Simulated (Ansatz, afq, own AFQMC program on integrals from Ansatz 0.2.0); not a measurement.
AFQMC on a folder of integrals that Ansatz 0.2.0 wrote.

```yaml
crystal:
  periodic: [false, false, false]
  atoms:
    - {symbol: B, position_ang: [-0.020860, 0.062124, 0.738583]}
    - {symbol: C, position_ang: [-0.020860, -0.089717, -0.750188]}
    - {symbol: H, position_ang: [-0.020860, 1.160666, 1.226195]}
    - {symbol: H, position_ang: [-0.020860, -0.896920, 1.453952]}
    - {symbol: H, position_ang: [0.514033, 0.138996, -1.662767]}
basis:
  gaussian: {orbitals: cc-pVDZ}
magnetization: {spin_polarized: true, initial_magnetization: 2}
correlation: {method: ccsd_t, electrons: outside_noble_gas, hamiltonian_folder: ham}
```

```sh
$ ansatz run in.yaml --threads 1 --pin off --events-out ev --progress --plain --max-ram 1382MiB
```

afq runs on the folder ham with

```
--method phaseless --trial cisd --walkers 60 --populations 1 --least-time 40 --time-step 0.005 --steps-per-block 50 --equilibration-blocks 40 --max-blocks 300 --target-error 0.00076 --factor-cut 1e-05 --start spin_pure --seed 7224 --release-times 0.24,0.51,0.99,1.62,2.4 --release-step 0.03 --release-every 4 --taylor-order 6
```

Times are imaginary, in 1/Eh. The walk had a cap of 1573 s.

Log:

```
orbitals 41  electrons 6 4  factors 322 of 394
reference energy -64.19173765 Eh
CCSD correlation -0.20277301 Eh in 12 cycles, weight of the determinant in the CISD state 0.9055
energy of the start -64.394061 Eh
 block  time / (1/Eh)  mean weight  energy / Eh
     1     0.250  0.9986  -64.392201
     2     0.500  0.9973  -64.393075
     3     0.750  0.9988  -64.393316
     4     1.000  1.0010  -64.395340
     5     1.250  1.0009  -64.395912
     7     1.750  1.0001  -64.399061
     9     2.250  0.9984  -64.407005
    11     2.750  0.9994  -64.402542
    21     5.250  1.0002  -64.406273
    26     6.500  0.9996  -64.408257
    31     7.750  1.0010  -64.401300
    41    10.250  0.9992  -64.401447
    51    12.750  0.9981  -64.400506
    56    14.000  0.9992  -64.396906
    61    15.250  1.0010  -64.402926
    71    17.750  0.9990  -64.400169
    81    20.250  1.0015  -64.404560
    91    22.750  1.0002  -64.401788
   101    25.250  1.0011  -64.399580
   111    27.750  0.9989  -64.400326
   121    30.250  0.9998  -64.398822
   131    32.750  1.0022  -64.398724
   141    35.250  1.0002  -64.400757
   151    37.750  1.0003  -64.398975
   161    40.250  1.0000  -64.398418
   171    42.750  0.9985  -64.398792
   181    45.250  1.0024  -64.403385
   191    47.750  0.9993  -64.401066
   196    49.000  1.0006  -64.400209
blocks merged  error / Eh  count
     1  0.000178  160
     2  0.000202  80
     4  0.000240  40
     8  0.000258  20
    16  0.000264  10
released: time / (1/Eh)  energy / Eh  error  mean overlap
  0.24  -64.399891  0.000308  1.0002
  0.51  -64.399424  0.000234  1.0213
  0.99  -64.399810  0.000295  1.0062
  1.62  -64.400340  0.000390  0.9934
  2.40  -64.400252  0.000534  1.0002
energy -64.400058 +/- 0.000258 Eh
(rows thinned)
```

The run passed its tests (sampling time, drift between the halves within three errors, error under three times the target), which doesn't prove that it has relaxed.

Against this walk (error 7.0 meV) on the same determinant: CCSD(T) 30.7 meV higher, CCSDT(Q) 0.8 meV higher (within the noise). The error is statistical and leaves out the bias of the constraint. Released to 1.62 1/Eh the energy moves by -8 ± 13 meV (both errors), within twice the noise.

Cautions: constraint bias not in the error; lower spins were not checked.

The walk took 12 min on 1 thread of AMD EPYC (Zen 3), on a shared host. The log's last line is the phaseless energy.

CCSDT and higher add their correlation energy to the determinant of the CCSD(T) run, since their own runs factorise the integrals more tightly (a shift of under 2 meV).
